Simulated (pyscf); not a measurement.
**Four-centre exchange: `[O]=[Cr](=[O])([OH])[OH]` + `[SiH4]` → `[O]=[CrH](=[O])[OH]` + `[OH][SiH3]`**

Gas phase, singlet surface, charge 0. Bonds broken: Cr1–O2, Si8–H9. Bonds formed: Cr1–H9, O2–Si8. PySCF, gas phase, ωB97X-D3(BJ)/def2-SVP geometries.

Transition state (Å):

```xyz
12

Cr    -0.0817    -1.2986    -0.4640
O     -0.7533    -0.7600     1.2567
O      0.5646    -2.5577     0.1342
O     -1.3256    -1.6731    -1.2625
O      1.1341    -0.6763    -1.5602
H     -1.2075    -1.4340     1.7857
H      1.9375    -1.2164    -1.5661
Si    -1.5658     0.8686     0.6706
H     -0.3736     0.4678    -0.3945
H     -2.8674     0.3406     1.2047
H     -2.0833     1.7610    -0.4310
H     -0.8521     1.7564     1.6245
```

One imaginary mode, 315i cm⁻¹; descent along it reached the two sides named.

```
bond    change  reactant side (Å)  saddle  product side
------  ------  -----------------  ------  ------------
Cr1–O2  breaks              1.737   1.924           3.5
Si8–H9  breaks              1.489   1.648           3.6
Cr1–H9   forms                3.1   1.792         1.537
O2–Si8   forms                3.0   1.912         1.668
```

Electronic energies relative to the separated reactants (kcal/mol):

```tsv
level	barrier	reaction energy	reverse barrier
ωB97X-D3(BJ)/def2-TZVP	19.8	-6.0	25.8
PBE/def2-TZVP	21.9	+1.4	20.5
r²SCAN/def2-TZVP	21.0	+0.7	20.2
B3LYP-D3(BJ)/def2-TZVP	22.7	-3.5	26.1
PBE0-D3(BJ)/def2-TZVP	20.5	-3.4	23.9
M06-2X/def2-TZVP	22.7	-10.5	33.2
ωB97M-D3(BJ)/def2-TZVP	22.7	-8.4	31.1
HF/def2-TZVP	40.7	-17.5	58.2
```

With ωB97M-D3(BJ)/def2-TZVP energies and thermal terms (ideal gas, 1 atm, RRHO with modes under 100 cm⁻¹ raised to 100, one conformer, R ln 2 for chiral ones without a mode under 150 cm⁻¹), in kcal/mol:

| T (K) | ΔH‡ | ΔG‡ | ΔH | ΔG |
|---|---|---|---|---|
| 298 | 23.8 | 34.3 | -8.2 | -10.8 |
| 600 | 23.9 | 44.9 | -8.4 | -13.4 |
| 900 | 24.3 | 55.3 | -8.4 | -15.8 |
| 1200 | 24.9 | 65.5 | -8.4 | -18.3 |

This is the saddle that the search found; another between the same sides may lie lower.
